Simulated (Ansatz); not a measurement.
A nudged elastic band was laid between two geometries of H + H6OSi2 (10 atoms, charge 0, multiplicity 2).

All numbers below come from Ansatz, UHF/6-31G*.

| Quantity | Value |
| --- | --- |
| movable images | 5 |
| climbing image | yes |
| spring | 5.0 eV/Å² |
| optimiser | quadratic models (default) |
| start path | through a guess of the saddle point |
| force threshold | 0.05 eV/Å |
| iteration limit | 60 |
| end points | relaxed |

Initial state:

```xyz
10
Properties=species:S:1:pos:R:3
Si 0.032 0.042 -0.263
H 0.458 0.531 1.061
H 1.228 -0.231 -1.081
H -0.775 1.085 -0.921
O -0.844 -1.319 -0.104
Si -1.779 -2.577 0.331
H -1.679 -2.808 1.785
H -3.186 -2.303 -0.012
H -1.339 -3.791 -0.378
H 0.322 0.535 4.856
```

Final state:

```xyz
10
Properties=species:S:1:pos:R:3
Si 0.077 -0.049 -0.983
H 0.297 0.154 3.850
H 1.012 -0.341 -2.087
H -0.903 0.971 -1.416
O -0.690 -1.423 -0.548
Si -1.630 -2.438 0.315
H -1.196 -2.462 1.725
H -3.037 -2.000 0.260
H -1.523 -3.795 -0.246
H 0.031 0.547 4.405
```

What changes between the two ends?

Bonds broken: Si1–H2. Bonds formed: H2–H10. H + H6OSi2 becomes H2 + H5OSi2.

Give the energies along the band, and the barrier.

It converged. The highest image is number 2 of 0 to 6, 74.5 kJ/mol above the first end and 87.9 kJ/mol above the last; the last end lies 13.4 kJ/mol below the first. A vibrational analysis at the climbing image gives one clearly imaginary mode, 1997i cm⁻¹, and a faint second one (33i cm⁻¹) that may be numerical noise or a soft torsion: probably a first-order saddle point.

| image | path coordinate (Å) | energy (kJ/mol) | Si1–H2 (Å) | H2–H10 (Å) |
| --- | --- | --- | --- | --- |
| 0 | 0.00 | 0.0 | 1.47 | 3.80 |
| 1 | 1.96 | 0.4 | 1.47 | 3.15 |
| 2 | 3.92 | 74.5 | 1.74 | 0.98 |
| 3 | 5.13 | -4.5 | 2.88 | 0.73 |
| 4 | 6.33 | -12.2 | 3.66 | 0.73 |
| 5 | 7.54 | -13.1 | 4.44 | 0.73 |
| 6 | 8.74 | -13.4 | 4.84 | 0.73 |

What is the geometry of the highest image?


```xyz
10
Properties=species:S:1:pos:R:3:forces:R:3
Si 0.023 0.017 0.076 -0.01 -0.01 -0.04
H -0.058 0.583 1.717 0.01 0.01 0.02
H 1.442 -0.203 -0.264 0.00 0.00 0.00
H -0.540 1.064 -0.796 0.00 0.00 0.00
O -0.817 -1.369 -0.110 0.00 0.00 0.04
Si -1.681 -2.663 0.390 0.01 0.01 -0.02
H -0.963 -3.370 1.467 0.00 0.00 0.00
H -2.995 -2.231 0.899 0.00 0.00 0.00
H -1.876 -3.576 -0.747 0.00 0.00 0.00
H -0.095 0.911 2.643 0.00 0.00 0.00
```

Time of the run: 2.8 min on 1 thread of Arm Neoverse V2 (shared host), peak memory 0.15 GiB.
